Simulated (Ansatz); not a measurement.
C3H5NO can be A, `CC1(O)C=N1`, or B, `N#CCCO`.

Computed with Ansatz on PBE0-D4/def2-TZVP structures; ΔE is electronic, products minus reactants. CCSD(T)/CBS adds triple-zeta CCSD(T) − MP2 to the extrapolated MP2 energy (def2 sets, frozen cores). DFT in def2-TZVPP. B3LYP here is the variant with VWN-RPA as its local correlation; programs differ in this. Each species was taken in one conformer, which may not be the lowest.

Question: Which isomer does CCSD(T)/CBS put lower? Give the gap. (Estimate.)

Answer: Computed: B, by 143.6 kJ/mol.

Question: Give E(B) − E(A) in kJ/mol with B3LYP-D4, CCSD(T)/def2-SVP, HF/def2-TZVPP, LDA (SPW92), CCSD(T)/def2-TZVPP, BLYP-D4, PBE0-D4. (Estimate.)

Answer: Computed: B3LYP-D4 -145.4, CCSD(T)/def2-SVP -144.2, HF/def2-TZVPP -177.3, LDA (SPW92) -101.5, CCSD(T)/def2-TZVPP -149.1, BLYP-D4 -144.0, PBE0-D4 -125.1. None reverses the order clearly.

Question: Does the order hold for the free energy at 298.15 K (harmonic terms from PBE0-D4)? (An estimate is asked.)

Answer: Ansatz gave: Yes: G(B) − G(A) = -140.8 kJ/mol, for one conformer each.

Largest T1 diagnostic: 0.012.

From BLYP to BHLYP (50 % exact exchange), in def2-TZVPP and without D4, E(B) − E(A) moves by −5.8 kJ/mol. Leaving LDA and LC-ωPBE aside and taking each functional with its dispersion term where it has one, the values, not all of them listed here, spread over 31.1 kJ/mol, from BHLYP-D4 to PBE-D4. LDA lies +21.4 kJ/mol from PBE without D4.
